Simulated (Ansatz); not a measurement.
## Nudged elastic band run: CH5SSi, charge +1

input.yaml

```yaml
crystal:
  periodic: [false, false, false]
  atoms:
    - { symbol: C, position_ang: [-0.735161, 1.049325, -0.523897] }
    - { symbol: S, position_ang: [-0.72125, -0.065382, 0.95606] }
    - { symbol: Si, position_ang: [0.88131, -1.305337, 0.691095] }
    - { symbol: H, position_ang: [-1.704812, 0.893475, -1.0199] }
    - { symbol: H, position_ang: [0.091429, 0.846738, -1.219239] }
    - { symbol: H, position_ang: [-0.668768, 2.076577, -0.135354] }
    - { symbol: H, position_ang: [1.750187, -1.188071, -0.512217] }
    - { symbol: H, position_ang: [1.107065, -2.307316, 1.763453] }
total_charge: 1
basis:
  gaussian: { orbitals: "6-31G*" }
hamiltonian:
  xc: pbe
neb:
  order_check: false
  images: 7
  f_tol: 0.03
  max_iterations: 60
  final_atoms:
    - { symbol: C, position_ang: [-0.61712459, 1.13667903, -0.49312193] }
    - { symbol: S, position_ang: [-0.07251531, 0.413607, 1.12332112] }
    - { symbol: Si, position_ang: [0.762404, -1.39306406, 0.65981837] }
    - { symbol: H, position_ang: [-0.36653524, 0.49902721, -1.3523137] }
    - { symbol: H, position_ang: [-0.11471257, 2.11174018, -0.57756759] }
    - { symbol: H, position_ang: [-1.70583429, 1.27612219, -0.41920216] }
    - { symbol: H, position_ang: [0.8335836, -1.86665316, -0.74989797] }
    - { symbol: H, position_ang: [1.28073439, -2.17744939, 1.80896487] }
  initial_path:
    images:
      - { positions_ang: [[-0.735161, 1.049325, -0.523897], [-0.72125, -0.065382, 0.95606], [0.88131, -1.305337, 0.691095], [-1.704812, 0.893475, -1.0199], [0.091429, 0.846738, -1.219239], [-0.668768, 2.076577, -0.135354], [1.750187, -1.188071, -0.512217], [1.107065, -2.307316, 1.763453]] }
      - { positions_ang: [[-0.73345664, 1.06026052, -0.51557828], [-0.38489009, 0.14729073, 0.8982497], [0.89939206, -1.29691586, 0.67749157], [-1.54587092, 0.7098738, -0.99541949], [-0.03261965, 1.08313754, -1.22753364], [-0.88304277, 1.94159518, -0.0771376], [1.78374884, -1.3612433, -0.45998755], [0.89673917, -2.28398963, 1.69991628]] }
      - { positions_ang: [[-0.73175228, 1.07119604, -0.50725957], [-0.04853018, 0.35996346, 0.8404394], [0.91747412, -1.28849471, 0.66388815], [-1.38692984, 0.52627261, -0.97093899], [-0.15666829, 1.31953708, -1.23582827], [-1.09731755, 1.80661337, -0.01892119], [1.81731069, -1.53441559, -0.40775809], [0.68641333, -2.26066325, 1.63637956]] }
      - { positions_ang: [[-0.73004792, 1.08213156, -0.49894085], [0.28782973, 0.57263619, 0.78262911], [0.93555617, -1.28007357, 0.65028472], [-1.22798875, 0.34267141, -0.94645848], [-0.28071694, 1.55593662, -1.24412291], [-1.31159232, 1.67163155, 0.03929521], [1.85087253, -1.70758789, -0.35552864], [0.4760875, -2.23733688, 1.57284283]] }
      - { positions_ang: [[-0.72834356, 1.09306708, -0.49062214], [0.62418964, 0.78530893, 0.72481881], [0.95363823, -1.27165243, 0.6366813], [-1.06904767, 0.15907021, -0.92197798], [-0.40476558, 1.79233616, -1.25241754], [-1.52586709, 1.53664973, 0.09751162], [1.88443438, -1.88076019, -0.30329918], [0.26576166, -2.2140105, 1.50930611]] }
      - { positions_ang: [[-0.70053882, 1.10397006, -0.49124708], [0.4500134, 0.69238344, 0.82444439], [0.90582968, -1.30200533, 0.64246556], [-0.89341956, 0.24405946, -1.02956191], [-0.33225233, 1.87218717, -1.08370505], [-1.57085889, 1.47151785, -0.03166683], [1.62172168, -1.87723343, -0.41494888], [0.51950484, -2.20487022, 1.5842208]] }
      - { positions_ang: [[-0.67273408, 1.11487305, -0.49187203], [0.27583717, 0.59945796, 0.92406996], [0.85802112, -1.33235824, 0.64824983], [-0.71779146, 0.32904871, -1.13714584], [-0.25973907, 1.95203817, -0.91499256], [-1.61585069, 1.40638596, -0.16084527], [1.35900899, -1.87370667, -0.52659858], [0.77324803, -2.19572995, 1.65913549]] }
      - { positions_ang: [[-0.64492933, 1.12577604, -0.49249698], [0.10166093, 0.50653248, 1.02369554], [0.81021256, -1.36271115, 0.6540341], [-0.54216335, 0.41403796, -1.24472977], [-0.18722582, 2.03188917, -0.74628008], [-1.66084249, 1.34125408, -0.29002371], [1.0962963, -1.87017992, -0.63824828], [1.02699121, -2.18658967, 1.73405018]] }
      - { positions_ang: [[-0.61712459, 1.13667903, -0.49312193], [-0.07251531, 0.413607, 1.12332112], [0.762404, -1.39306406, 0.65981837], [-0.36653524, 0.49902721, -1.3523137], [-0.11471257, 2.11174018, -0.57756759], [-1.70583429, 1.27612219, -0.41920216], [0.8335836, -1.86665316, -0.74989797], [1.28073439, -2.17744939, 1.80896487]] }
```

Command:

```bash
$ ansatz run input.yaml --threads 1 --pin off --max-ram 2048MiB --backend cpu --events-out ev --progress --plain --runs-dir out
```

Output, in part (warnings, iteration lines, the closing report on the highest movable image, with atoms numbered from 0):

```
NEB end point (image 0): max|allowed force component| = 4.847e-3 eV/Å (the criterion of neb.relax_end_points is 1.000e-2)
NEB end point (image 8): max|allowed force component| = 2.438e-3 eV/Å (the criterion of neb.relax_end_points is 1.000e-2)
NEB iter   1: max|band force component| = 5.976e0 eV/Å  barrier→ = 2.5926 eV  barrier← = 2.5926 eV  Δτ_max = 0.1968 Å  (246 SCF iters)
NEB iter   2: max|band force component| = 1.959e0 eV/Å  barrier→ = 0.8969 eV  barrier← = 0.8968 eV  Δτ_max = 0.1994 Å  (226 SCF iters)
NEB iter   3: max|band force component| = 8.842e-1 eV/Å  barrier→ = 0.7000 eV  barrier← = 0.7000 eV  Δτ_max = 0.1974 Å  (215 SCF iters)
NEB iter   4: max|band force component| = 7.092e-1 eV/Å  barrier→ = 0.5277 eV  barrier← = 0.5277 eV  Δτ_max = 0.1999 Å  (192 SCF iters)
NEB iter   5: max|band force component| = 4.797e-1 eV/Å  barrier→ = 0.3253 eV  barrier← = 0.3253 eV  CI = image 4  Δτ_max = 0.1997 Å  (191 SCF iters)
NEB iter   6: max|band force component| = 4.991e-1 eV/Å  barrier→ = 0.1740 eV  barrier← = 0.1740 eV  CI = image 4  Δτ_max = 0.1986 Å  (192 SCF iters)
NEB iter   7: max|band force component| = 5.536e-1 eV/Å  barrier→ = 0.1073 eV  barrier← = 0.1073 eV  CI = image 4  Δτ_max = 0.1970 Å  (188 SCF iters)
NEB iter   8: max|band force component| = 4.630e-1 eV/Å  barrier→ = 0.0503 eV  barrier← = 0.0503 eV  CI = image 4  Δτ_max = 0.1914 Å  (195 SCF iters)
NEB iter   9: max|band force component| = 9.149e-1 eV/Å  barrier→ = 0.0244 eV  barrier← = 0.0244 eV  CI = image 3  Δτ_max = 0.2000 Å  (176 SCF iters)
NEB iter  10: max|band force component| = 5.102e-1 eV/Å  barrier→ = 0.0188 eV  barrier← = 0.0188 eV  CI = image 5  Δτ_max = 0.1246 Å  (190 SCF iters)
NEB iter  11: max|band force component| = 4.169e-1 eV/Å  barrier→ = 0.0176 eV  barrier← = 0.0176 eV  CI = image 4  Δτ_max = 0.0827 Å  (195 SCF iters)
NEB iter  12: max|band force component| = 2.994e-1 eV/Å  barrier→ = 0.0170 eV  barrier← = 0.0169 eV  CI = image 5  Δτ_max = 0.0376 Å  (188 SCF iters)
NEB iter  13: max|band force component| = 3.057e-1 eV/Å  barrier→ = 0.0169 eV  barrier← = 0.0169 eV  CI = image 4  Δτ_max = 0.0611 Å  (191 SCF iters)
NEB iter  14: max|band force component| = 7.552e-2 eV/Å  barrier→ = 0.0171 eV  barrier← = 0.0171 eV  CI = image 4  Δτ_max = 0.0208 Å  (190 SCF iters)
NEB iter  15: max|band force component| = 4.582e-2 eV/Å  barrier→ = 0.0172 eV  barrier← = 0.0172 eV  CI = image 4  Δτ_max = 0.0130 Å  (192 SCF iters)
NEB iter  16: max|band force component| = 2.016e-2 eV/Å  barrier→ = 0.0173 eV  barrier← = 0.0172 eV  CI = image 4  Δτ_max = 0.0000 Å  (371 SCF iters)
Total energy: -19812.34306348 eV, -728.0901782946 hartree
Atom 0 at    -0.708448     1.078737    -0.511297 Å, force     0.005898     0.019968    -0.013427 eV/Å
Atom 1 at    -0.344038     0.260644     1.113234 Å, force    -0.000859    -0.005938     0.005983 eV/Å
Atom 2 at     0.865861    -1.330554     0.675125 Å, force     0.000195     0.002282    -0.000310 eV/Å
Atom 3 at    -1.287640     0.405417    -1.158082 Å, force    -0.002399    -0.004202     0.004728 eV/Å
Atom 4 at     0.219789     1.412423    -0.995479 Å, force    -0.001628    -0.006962     0.003212 eV/Å
Atom 5 at    -1.319878     1.952905    -0.242103 Å, force    -0.002520    -0.003152     0.000125 eV/Å
Atom 6 at     1.283942    -1.632519    -0.721688 Å, force     0.000916    -0.000459    -0.000138 eV/Å
Atom 7 at     1.290412    -2.147043     1.840290 Å, force     0.000397    -0.001538    -0.000172 eV/Å
Dipole moment:     0.306909    -0.368482    -0.295191 e Å
```

The forces met the threshold. A vibrational analysis at the climbing image gives one clearly imaginary mode, 82i cm⁻¹: a first-order saddle point. Limits of this set-up: the dipole of an ion depends on the origin.

Final band (atoms are numbered from 1 in the order of the input):

| image | path coordinate (Å) | energy (kcal/mol) | dihedral H4–C1–S2–Si3 (°) |
| --- | --- | --- | --- |
| 0 | 0.00 | 0.0 | 121 |
| 1 | 0.36 | 0.1 | 106 |
| 2 | 0.72 | 0.2 | 92 |
| 3 | 1.08 | 0.3 | 79 |
| 4 | 1.44 | 0.4 | 65 |
| 5 | 1.84 | 0.4 | 49 |
| 6 | 2.25 | 0.2 | 32 |
| 7 | 2.66 | 0.1 | 15 |
| 8 | 3.06 | 0.0 | -2 |

Time of the run: 3.2 min on 1 CPU thread of a shared host.
